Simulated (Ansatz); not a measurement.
An input meant for Si(SMe)H3 (CH₆SSi) (charge 0, singlet).

```yaml
crystal:
  periodic: [false, false, false]
  atoms:
    - {symbol: Si, position_ang: [-0.372589, 0.844833, -1.172066]}
    - {symbol: S, position_ang: [-0.438112, 0.804706, 0.965051]}
    - {symbol: C, position_ang: [0.359571, -0.820301, 1.246981]}
    - {symbol: H, position_ang: [-0.226629, -1.629756, 0.793989]}
    - {symbol: H, position_ang: [0.392660, -0.967894, 2.333311]}
    - {symbol: H, position_ang: [1.384177, -0.832474, 0.854442]}
    - {symbol: H, position_ang: [1.036057, 0.839148, -1.681892]}
    - {symbol: H, position_ang: [-1.059010, 2.104220, -1.585174]}
    - {symbol: H, position_ang: [-1.076113, -0.342483, -1.754643]}
basis:
  gaussian: {orbitals: cc-pVDZ}
hamiltonian: {xc: {name: PBE0}, dispersion: d2}
scf: {omitted_lower_state_checks: [starts]}
output: {forces: true}
```

```sh
$ ansatz run in.yaml --threads 4 --pin off --events-out ev --progress --plain --max-ram 3916MiB
```

It prints (some lines left out):

```
Error: YAML parse error: error: line 15 column 45: hamiltonian.dispersion: `d2` is not `none`, `rvv10`, `d3bj`, `d3bjatm`, `d4` or a map `{method: …, s8: …, a1: …, a2_bohr: …}` (numbers without units, a2 in bohr) or `{method: …, functional: …}`
13 | basis:
14 |   gaussian: {orbitals: cc-pVDZ}
15 | hamiltonian: {xc: {name: PBE0}, dispersion: d2}
16 | scf: {omitted_lower_state_checks: [starts]}
17 | output: {forces: true}
```

In this input the program holds no damping parameters for this pairing of functional and dispersion term, so they'd have to be typed. The input was rejected before any iteration.
